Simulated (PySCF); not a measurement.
From one molecule to another.

First species: acetamide, C2H5NO.
Structure used (PBE0-D3(BJ)/def2-SVP), in Å, numbered top down from 1:
```
atom  x, y, z in Å
C1    -1.0433   -0.2296   -0.2729
C2     0.1627    0.0839    0.5867
N3     1.3321    0.2578   -0.0864
O4     0.0874    0.1707    1.7938
H5    -1.4449   -1.2056    0.0352
H6    -0.8376   -0.2486   -1.3522
H7    -1.8212    0.5187   -0.0653
H8     2.1639    0.4656    0.4507
H9     1.4010    0.1870   -1.0898
```

Second species: Acetaldoxime, C2H5NO.
SMILES with atom numbers: `[CH3:1]/[CH:2]=[N:3]\[OH:4]` (hydrogens: H5, H6, H7 on C1; H8 on C2; H9 on O4)

Cartesian coordinates in Å at the PBE0-D3(BJ)/def2-SVP level; atoms count from 1:
```
atom  x, y, z in Å
C1    -0.9960   -0.2905    0.3391
C2    -0.0529    0.7559   -0.1476
N3     1.1748    0.6137   -0.4583
O4     1.6294   -0.6714   -0.3106
H5    -0.4888   -1.2538    0.4662
H6    -1.8282   -0.4159   -0.3727
H7    -1.4429    0.0133    1.2992
H8    -0.4158    1.7837   -0.2695
H9     2.5532   -0.6044   -0.5715
```

Levels: PBE0/def2-SVPD for dipole moment, HOMO energy, LUMO energy, HOMO–LUMO gap, static isotropic polarisability and electronic spatial extent ⟨r²⟩ about the centre of nuclear charge; TDDFT PBE0/def2-SVPD for lowest singlet excitation; TDA PBE0/def2-SVPD for lowest triplet excitation (Tamm–Dancoff); ΔSCF PBE0/def2-SVPD for vertical ionisation energy; PBE0-D3(BJ)/def2-SVP for rotational constant A and rotational constant C. Geometries: PBE0-D3(BJ)/def2-SVP. Each species is one conformer at its optimised geometry, gas phase, non-relativistic unless stated. Electronic properties by PySCF.

Dipoles, sizes and rotational constants follow the conformer. The torsions of the flexible species, by atom-mapped SMILES:
- `[CH3:1][C:2]([NH2:3])=[O:4]`: H–N3–C2–C1 180°, H–N3–C2–C1 0°
- `[CH3:1]/[CH:2]=[N:3]\[OH:4]`: H–O4–N3–C2 -179°

| property | column X | column Y |
| --- | --- | --- |
| dipole moment | 3.96 D | 0.76 D |
| HOMO energy | -7.43 eV | -7.45 eV |
| LUMO energy | 0.47 eV | 0.16 eV |
| HOMO–LUMO gap | 7.90 eV | 7.61 eV |
| lowest singlet excitation | 5.74 eV | 6.04 eV |
| lowest triplet excitation (Tamm–Dancoff) | 5.25 eV | 4.31 eV |
| static isotropic polarisability | 38.4 au | 39.8 au |
| vertical ionisation energy | 9.79 eV | 9.85 eV |
| electronic spatial extent ⟨r²⟩ about the centre of nuclear charge | 268 bohr² | 281 bohr² |
| rotational constant A | 10.889 GHz | 18.387 GHz |
| rotational constant C | 5.182 GHz | 4.862 GHz |

Question: Which column belongs to which species?

Answer: Column X is the first species and column Y the second. The first has 9 atoms and 32 electrons, the second 9 and 32.

Question: How does each property change from the first species to the second?

Answer: dipole moment -3.20 D; HOMO energy -0.02 eV; LUMO energy -0.31 eV; HOMO–LUMO gap -0.29 eV; lowest singlet excitation +0.30 eV; lowest triplet excitation (Tamm–Dancoff) -0.94 eV; static isotropic polarisability +1.4 au; vertical ionisation energy +0.06 eV; electronic spatial extent ⟨r²⟩ about the centre of nuclear charge +13 bohr²; rotational constant A +7.498 GHz; rotational constant C -0.320 GHz.

On the first: The ΔSCF ionisation energy exceeds −ε(HOMO) by 2.36 eV with PBE0. The dipole equals about 13.2 × 10⁻³⁰ C·m (1 D = 3.33564 × 10⁻³⁰ C·m).

On the second: The polarisability is 5.90 Å³ as a volume (1 au = 0.148185 Å³), or 1.24 au for each of the 32 electrons. The principal polarisabilities are 29.5, 37.2 and 52.6 au; their mean is the isotropic value.
